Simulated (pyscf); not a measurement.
H₂Ga–AsH₂ (SMILES [GaH2][AsH2]) + H₂O (SMILES O) -> HO–GaH–AsH₂ (SMILES [OH][GaH][AsH2]) + H₂ (SMILES [H][H]), a four-centre exchange (singlet surface; Ga–H, H–O broken, Ga–O, H–H formed). Optimised with ωB97X-D3(BJ)/def2-SVP in PySCF. Energies in eV from the separated reactants.

Small-basis levels: PySCF, no dispersion term, spherical d functions. 

Q: In single points MP2/6-31G*+LANL2DZ puts the saddle at 0.44 eV and the reaction energy at -1.05 eV. Should these be trusted to within a few kcal/mol? Compare with ωB97M-D3(BJ)/def2-TZVP.

A: ωB97M-D3(BJ)/def2-TZVP gives ΔE‡ = 0.50 eV and ΔE = -0.50 eV. MP2/6-31G*+LANL2DZ lies 0.05 eV under it in the barrier and 0.55 eV under it in the reaction energy, so on this step it does not hold to within 0.13 eV. ωB97M-D3(BJ)/def2-TZVP has limits of its own. On the reactant side the descent ends in an adduct with a Ga–O contact, 0.65 eV under the separated species and 1.08 eV under the saddle at ωB97X-D3(BJ)/def2-TZVP. What is counted as formed (Ga–O) is already present as a longer contact in the reactant adduct; forming that adduct is a step of its own. At the saddle there is also a short Ga–H contact that neither side keeps. This is the saddle that the search found; another between the same sides may lie lower. In the def2 sets elements up to Kr have no core potential.
